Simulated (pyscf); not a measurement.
Single points on ωB97X-D3(BJ)/def2-SVP structures (PySCF, gas phase).

Task: Estimate the classical barrier height and the reaction energy of H₃C–AlH–CH₃ + H• → [H₃C–Al–CH₃]• + H₂ at ωB97M-D3(BJ)/def2-TZVP. The step runs on the doublet surface, breaks Al–H and forms H–H; take the separated reactants as zero.

Result: ΔE‡ = 2.7 kcal/mol, ΔE = -18.2 kcal/mol. Zero-point energy shifts the barrier by -0.3 kcal/mol. It is a hydrogen abstraction, with an imaginary mode of 606i cm⁻¹. This is the saddle that the search found; another between the same sides may lie lower. The angle at the transferred H is 180°.
